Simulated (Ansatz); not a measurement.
System (SMILES): [CH3] (CH3), doublet.
Atoms: C1, H2, H3, H4. Bonds: C1-H2, C1-H3, C1-H4.

How fast the highest harmonic wavenumber converges with the basis for several methods (Ansatz, a quantum-chemistry and plane-wave program): deviation from each method's own reference, in cm⁻¹. References: B3LYP 3290 cm⁻¹, the value in aug-pcseg-2; HF 3413 cm⁻¹, the value in aug-pcseg-2; PBE 3230 cm⁻¹, the value in aug-pcseg-2. Cartesian d functions, on some or all atoms, in 6-31+G*; all else is spherical. Core-valence sets carry the plain set on hydrogen. Open shells are unrestricted. No added dispersion term, no relativity. Each level at its own minimum, unscaled; the references are large sets that could be run, not limits.

```
basis            functions  B3LYP  HF  PBE
---------------  ---------  -----  --  ---
def2-SV(P)              20    -14  23  -12
6-31+G*                 25     21  47   22
def2-SVP                29      6  28   12
6-311G**                36     -8  -6   -2
6-311+G**               40     -8  -4   -2
def2-TZVP               49     -2  -4    1
aug-cc-pVDZ             50      2   8    7
def2-TZVPD              64     -3  -4   -1
cc-pVTZ                 72     -6  -9   -4
jun-cc-pV(T+d)Z         81     -6  -8   -5
cc-pCVTZ                85     -8  -9   -7
aug-cc-pVTZ            115     -7  -7   -6
```

Mean absolute deviation over 6-311G**, 6-311+G**, def2-TZVP, def2-TZVPD, cc-pVTZ, jun-cc-pV(T+d)Z, cc-pCVTZ, aug-cc-pVTZ: PBE 4, B3LYP 6, HF 6 cm⁻¹.
